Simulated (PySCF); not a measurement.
C5H9N.
Bonds: C1–N2 (triple), N2–C3, C3–C4, C3–C5, C3–C6. Hydrogens: H7, H8, H9 on C4; H10, H11, H12 on C5; H13, H14, H15 on C6.

The geometry is computed with GFN2-xTB (gas phase).

**Question.** List the bond lengths and angles at this level.

**Answer.** 
```csv
bond,length (pm)
C1≡N2,116.2
N2–C3,141.1
"C3–C4, C3–C5, C3–C6",153.2
C4–H7 and 8 like bonds,108.8
```

Bonds in one row agree within 1 pm and their mean is given. A selection of angles:
```csv
angle,degrees
C1–N2–C3,180.0
N2–C3–C4,108.2
C4–C3–C5,110.7
C3–C4–H7,109.9
H7–C4–H8,108.8
H8–C4–H9,108.5
```

All 3 C–C bonds measure 1.532 Å. The 2 C–N bonds span 1.162 Å (C1≡N2, drawn triple) to 1.411 Å (N2–C3, drawn single), a spread of 0.249 Å.

Point group: C3v (tolerance 0.08 Å). No frequency check.
